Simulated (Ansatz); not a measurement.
# C₂H₇Al: how energies converge with the basis set

How large a basis does C₂H₇Al need? Two functionals are run in growing sets.

Computed with Ansatz 0.2.0, Gaussian basis. Level: one geometry, several basis sets.

The runs, in order: PBE0-D4/def2-SVP; ωB97M-V/def2-SVP; PBE0-D4/def2-QZVPP; ωB97M-V/def2-QZVPP; the functionals' def2-TZVPP values are taken from earlier runs.

**1. Structure used throughout**

The geometry comes from an earlier relaxation with PBE0-D4 in a triple-zeta def2 set; it is a stationary point, not always the lowest conformer.

SMILES `C[CH2][AlH2]`, 10 atoms, charge 0, spin multiplicity 1.

Atoms are counted from 1 here; the program's logs count them from 0.

Bond lengths: C1–C2 1.528 Å, C1–H4 1.094 Å, C1–H5 1.093 Å, C1–H6 1.093 Å, C2–Al3 1.958 Å, C2–H7 1.099 Å, C2–H8 1.099 Å, Al3–H9 1.592 Å, Al3–H10 1.592 Å. Angles: C2–C1–H4 112.2°, C2–C1–H5 111.7°, C2–C1–H6 111.7°, H4–C1–H5 107.2°, H4–C1–H6 107.2°, H5–C1–H6 106.6°, C1–C2–Al3 116.9°, C1–C2–H7 110.4°, C1–C2–H8 110.4°, Al3–C2–H7 107.2°, Al3–C2–H8 107.3°, H7–C2–H8 103.9°, C2–Al3–H9 119.8°, C2–Al3–H10 121.0°, H9–Al3–H10 119.2°.

**2. PBE0-D4 in def2-SVP**

File in.yaml:

```yaml
crystal:
  periodic: [false, false, false]
  atoms:
    - {symbol: C, position_ang: [-0.939219, 0.315047, -0.881134]}
    - {symbol: C, position_ang: [-0.218483, -0.592528, 0.114157]}
    - {symbol: Al, position_ang: [1.379366, 0.134923, 0.981727]}
    - {symbol: H, position_ang: [-1.818682, -0.166814, -1.319127]}
    - {symbol: H, position_ang: [-0.285543, 0.607107, -1.707450]}
    - {symbol: H, position_ang: [-1.279366, 1.241203, -0.409981]}
    - {symbol: H, position_ang: [0.075942, -1.534228, -0.370351]}
    - {symbol: H, position_ang: [-0.905844, -0.910130, 0.910723]}
    - {symbol: H, position_ang: [2.176552, -0.747570, 2.039490]}
    - {symbol: H, position_ang: [1.898279, 1.601791, 0.644746]}
basis:
  gaussian: {orbitals: def2-SVP}
hamiltonian: {xc: pbe0, dispersion: d4}
output: {orbitals: {seedname: orbitals}}
```

After this run come: ωB97M-V in def2-SVP; PBE0-D4 in def2-QZVPP; ωB97M-V in def2-QZVPP.

Before running them: what should the planned runs give, taken together? Wanted: PBE0-D4: double and triple zeta above quadruple; ωB97M-V: double and triple zeta above quadruple.

**Answer**, as computed:

| quantity | value |
| --- | --- |
| PBE0-D4: double and triple zeta above quadruple | 5.03, 0.34 eV |
| ωB97M-V: double and triple zeta above quadruple | 5.20, 0.33 eV |

What this shows: PBE0-D4 gains 4.69 eV from double to triple zeta, then 0.34 eV more. Total energies overstate the basis error of differences, where much of it tends to cancel.
